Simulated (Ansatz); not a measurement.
Results of PBEsol (Ansatz, a quantum-chemistry and plane-wave program, PAW) for black phosphorus.

Numerical settings: plane-wave cutoff 520 eV, 10×10×8 k mesh (along the axes of the cell as run), Fermi–Dirac smearing 0.01 eV, scalar-relativistic PAW data made under PBE.

Response to compression and expansion:

Shape and atoms are relaxed at each volume.

```
V (Å³/atom)  P (GPa)  c (Å)  a (Å)
-----------  -------  -----  -----
17.207          0.75  4.069  3.328
17.566          0.42  4.140  3.321
17.924          0.00  4.195  3.318
18.283         -0.42  4.249  3.314
18.641         -0.80  4.295  3.311
```

Note: the cell comes from a level without a dispersion term, which matters for the spacing of layers, chains or molecules; the gap of the solid is closed in this run; this level leaves the solid without a gap, although one is measured; the bulk modulus comes from volumes at which shape and atoms were relaxed.
